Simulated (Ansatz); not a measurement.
# N2H (dinitrogen monohydride) at 6 levels

Wanted: a comparison of 6 runs (U-r2SCAN/def2-TZVPPD, UBHLYP/def2-TZVPPD, UBLYP/def2-TZVPPD, UPBE-QIDH/def2-TZVPPD, USVWN5/def2-TZVPPD, UBCCD(T)/def2-TZVPPD) of N2H (dinitrogen monohydride). 

Program for the calculation: Ansatz 0.2.0.

29 further runs of the same task are left out: 29 set aside as unsound or not needed.

## (1) The system as given

N2H: 3 atoms, total charge 0, spin state doublet. As SMILES, `[N]=N`. The N1–N2 distance was set to 2.562 Å, away from the relaxed value. At this shape a bond of the SMILES string is far longer than usual.

Bond lengths: N2–H3 1.057 Å.

## (2) The energy at U-r2SCAN/def2-TZVPPD (run 1)

The input, job.yaml:

```yaml
crystal:
  periodic: [false, false, false]
  atoms:
    - {symbol: N, position_ang: [1.885596, -1.073547, 0.921735]}
    - {symbol: N, position_ang: [-0.268660, -0.217710, -0.170100]}
    - {symbol: H, position_ang: [-0.441870, 0.824430, -0.156080]}
basis:
  gaussian:
    orbitals: def2-TZVPPD.json
magnetization:
  spin_polarized: true
  initial_magnetization: 1
hamiltonian:
  xc: {name: r2SCAN}
accuracy: high
output: {orbitals: {seedname: orbitals}}
```

The basis set def2-TZVPPD is read from a file made from the Basis Set Exchange's data (not shown).

The run is started by

```bash
$ ansatz run job.yaml --threads 1 --pin off --max-ram 3480MiB --events-out events.jsonl --progress --plain --runs-dir runs
```

Log:

```text
Warning: RAYON_NUM_THREADS=1 ignored (pool sized by the plan → 1); use --threads N
Functional definition: r2SCAN
  name "r2SCAN"
  parameter k0 = 0.174
  parameter k1 = 0.065
  parameter a1 = 4.9479
  exchange = r2scan_x(k0 = k0, k1 = k1, a1 = a1)
  correlation = r2scan_c
1327 factors; integrals over basis functions are off by at most 3.4e-9 eV
mean field evaluation 1: about -2950.7918 eV, gradient 7.2e1 eV
mean field evaluation 2: about -2733.2074 eV, gradient 1.7e2 eV
mean field evaluation 4: about -2962.8375 eV, gradient 5.2e1 eV
mean field evaluation 8: about -2962.8373 eV, gradient 5.2e1 eV
mean field evaluation 16: about -2987.8061 eV, gradient 1.2e-3 eV
mean field evaluation 32: about -2987.8061 eV, gradient 1.8e-2 eV
mean field evaluation 64: about -2986.7107 eV, gradient 7.3e-3 eV
mean field evaluation 96: about -2986.7107 eV, gradient 1.9e-7 eV
mean field -2987.80612335 eV, -109.7998498254 hartree, gradient 2.3e-8 eV, S^2 2.643387; 2 other end points of the search recorded, 0 dependent functions left out
reference -2987.80612505 eV, -109.7998498880 hartree; 8, 7 occupied and 83, 84 virtual orbitals, 1327 factors
Total energy: -2987.80612505 eV, -109.7998498880 hartree
```

It took 23 s on 1 thread of Arm Neoverse V1, shared host; peak memory 0.26 GiB.

## (3) A single-point energy at UBHLYP/def2-TZVPPD (run 2)

The input, run.yaml:

```yaml
crystal:
  periodic: [false, false, false]
  atoms:
    - symbol: N
      position_ang: [1.885596, -1.073547, 0.921735]
    - symbol: "N"
      position_ang: [-0.268660, -0.217710, -0.170100]
    - symbol: H
      position_ang: [-0.441870, 0.824430, -0.156080]
basis:
  gaussian: {orbitals: def2-TZVPPD.json}
total_charge: 0
magnetization: {spin_polarized: true, initial_magnetization: 1}
hamiltonian: {xc: {name: BHLYP}}
accuracy: high
output: {orbitals: {seedname: orbitals}}
```

The basis set def2-TZVPPD is read from a file made from the Basis Set Exchange's data (not shown).

The run is started by

```bash
$ ansatz run run.yaml --threads 1 --pin off --max-ram 3480MiB --events-out events.jsonl --progress --plain --runs-dir runs
```

Log:

```text
Warning: RAYON_NUM_THREADS=1 ignored (pool sized by the plan → 1); use --threads N
Functional definition: BHLYP
  name "BHLYP"
  parameter a = 0.5
  exchange = (1 - a)*b88_x + a*exact_x
  correlation = lyp_c
1327 factors; integrals over basis functions are off by at most 3.4e-9 eV
mean field evaluation 1: about -2959.3579 eV, gradient 6.0e1 eV
mean field evaluation 2: about -2774.5851 eV, gradient 1.5e2 eV
mean field evaluation 4: about -2972.5940 eV, gradient 4.3e1 eV
mean field evaluation 8: about -2987.3794 eV, gradient 6.5e0 eV
mean field evaluation 16: about -2988.2050 eV, gradient 3.0e-3 eV
mean field evaluation 32: about -2987.4940 eV, gradient 1.2e1 eV
mean field evaluation 64: about -2987.1622 eV, gradient 3.9e-2 eV
mean field -2988.20499340 eV, -109.8145080293 hartree, gradient 3.2e-8 eV, S^2 2.694697; 2 other end points of the search recorded, 0 dependent functions left out
reference -2988.20501494 eV, -109.8145088211 hartree; 8, 7 occupied and 83, 84 virtual orbitals, 1327 factors
Total energy: -2988.20501494 eV, -109.8145088211 hartree
```

Wall time 11 s (1 thread of Arm Neoverse V1, shared host); peak memory 0.24 GiB.

Run 3 isn't shown in full; the table further down has it.

## (4) The energy at UPBE-QIDH/def2-TZVPPD (run 4)

The input, in.yaml:

```yaml
crystal:
  periodic: [false, false, false]
  atoms:
    - {symbol: N, position_ang: [1.885596, -1.073547, 0.921735]}
    - {symbol: "N", position_ang: [-0.268660, -0.217710, -0.170100]}
    - {symbol: H, position_ang: [-0.441870, 0.824430, -0.156080]}
basis:
  gaussian: {orbitals: def2-TZVPPD.json}
magnetization: {spin_polarized: true, initial_magnetization: 1}
hamiltonian: {xc: {name: PBE-QIDH}}
correlation: {frozen_orbitals: {H: 0, "N": 1}}
accuracy: high
output: {orbitals: {seedname: orbitals}}
```

The basis set def2-TZVPPD is read from a file made from the Basis Set Exchange's data (not shown).

The run is started by

```bash
$ ansatz run in.yaml --threads 1 --pin off --max-ram 3480MiB --events-out events.jsonl --progress --plain --runs-dir runs
```

Log:

```text
Warning: RAYON_NUM_THREADS=1 ignored (pool sized by the plan → 1); use --threads N
Functional definition: PBE-QIDH
  name "PBE-QIDH"
  parameter a = 3^(-1/3)
  parameter c = 1/3
  exchange = (1 - a)*pbe_x + a*exact_x
  correlation = (1 - c)*pbe_c + c*(mp2_os + mp2_ss)
1327 factors; integrals over basis functions are off by at most 3.4e-9 eV
mean field evaluation 1: about -2955.8807 eV, gradient 5.4e1 eV
mean field evaluation 2: about -2955.8805 eV, gradient 5.4e1 eV
mean field evaluation 4: about -2957.4850 eV, gradient 5.5e1 eV
mean field evaluation 8: about -2980.3467 eV, gradient 1.0e1 eV
mean field evaluation 16: about -2983.0827 eV, gradient 2.9e-2 eV
mean field evaluation 32: about -2983.0827 eV, gradient 1.9e-7 eV
mean field evaluation 64: about -2981.6288 eV, gradient 3.3e0 eV
mean field evaluation 96: about -2926.7693 eV, gradient 6.7e1 eV
mean field evaluation 128: about -2962.2965 eV, gradient 2.4e1 eV
mean field -2983.08266950 eV, -109.6262660980 hartree, gradient 6.3e-8 eV, S^2 2.722019; 3 other end points of the search recorded, 0 dependent functions left out
2 core orbitals not correlated: weight in the atoms' cores, before any rotation towards them, 1.000 or more for the frozen orbitals, at most 0.000 for the correlated occupied ones
reference -2983.08267038 eV, -109.6262661305 hartree; 6, 5 occupied and 83, 84 virtual orbitals, 1327 factors
second order -7.17945091 eV of doubles, -0.00000000 eV of singles
Total energy: -2985.47582069 eV, -109.7142127820 hartree
```

Run time: 14 s. Hardware: 1 thread of Arm Neoverse V1, shared host; peak memory 0.27 GiB.

Run 5 isn't shown in full; the table further down has it.

## (5) A single-point energy at UBCCD(T)/def2-TZVPPD (run 6)

The input, input.yaml:

```yaml
crystal:
  periodic: [false, false, false]
  atoms:
    - {symbol: N, position_ang: [1.885596, -1.073547, 0.921735]}
    - {symbol: N, position_ang: [-0.268660, -0.217710, -0.170100]}
    - {symbol: H, position_ang: [-0.441870, 0.824430, -0.156080]}
basis:
  gaussian:
    orbitals: def2-TZVPPD.json
accuracy: high
scf:
  omitted_lower_state_checks: [cluster_reference, increment]
magnetization:
  spin_polarized: true
  initial_magnetization: 1
correlation:
  method: bccd_t
  frozen_orbitals: {H: 0, "N": 1}
```

The basis set def2-TZVPPD is read from a file made from the Basis Set Exchange's data (not shown).

The run is started by

```bash
$ ansatz run input.yaml --threads 1 --pin off --max-ram 3480MiB --events-out events.jsonl --progress --plain --runs-dir runs
```

Log:

```text
Warning: RAYON_NUM_THREADS=1 ignored (pool sized by the plan → 1); use --threads N
[... 20 lines left out ...]
2 core orbitals not correlated: weight in the atoms' cores, before any rotation towards them, 1.000 or more for the frozen orbitals, at most 0.000 for the correlated occupied ones
[... 44 lines left out ...]
Total energy: -2984.01463134 eV, -109.6605150640 hartree
Checks for a lower state left out: cluster_reference, increment
```

Run time: 35 s. Hardware: 1 thread of Arm Neoverse V1, shared host; peak memory 1.1 GiB.

## (6) The series

```tsv
run	level	frozen core orbitals	energy (Eh)	HOMO energy (eV)	LUMO energy (eV)	⟨S²⟩	wall time
1	U-r2SCAN/def2-TZVPPD	–	-109.799850	-8.12	-3.48	2.643	23 s
2	UBHLYP/def2-TZVPPD	–	-109.814509	-10.95	-1.24	2.695	11 s
3	UBLYP/def2-TZVPPD	–	-109.826887	-7.54	-4.52	2.516	12 s
4	UPBE-QIDH/def2-TZVPPD	2	-109.714213	-12.10	0.53	2.722	14 s
5	USVWN5/def2-TZVPPD	–	-108.908895	-7.77	-4.94	2.514	4.2 s
6	UBCCD(T)/def2-TZVPPD	2	-109.660515	–	–	2.746	35 s
```

## (7) Outcome

| quantity | value |
| --- | --- |
| run 6: total energy | -109.66052 Eh |
| run 6: correlation energy (2 core orbitals frozen) | -278.5 mEh |
| run 6: (T) correction | -7.26 mEh |
| run 6: ⟨S²⟩ of the reference determinant | 2.746 |

In words: Totals of different functionals can't be ranked against each other. Spin contamination of the reference: run 6 ⟨S²⟩ = 2.75, run 4 ⟨S²⟩ = 2.72, run 2 ⟨S²⟩ = 2.69, run 1 ⟨S²⟩ = 2.64, run 3 ⟨S²⟩ = 2.52, run 5 ⟨S²⟩ = 2.51. Where it is this large, the reference is a mixture of spin states, and values that rest on it are in doubt. All runs together took 99 s, the longest 35 s.
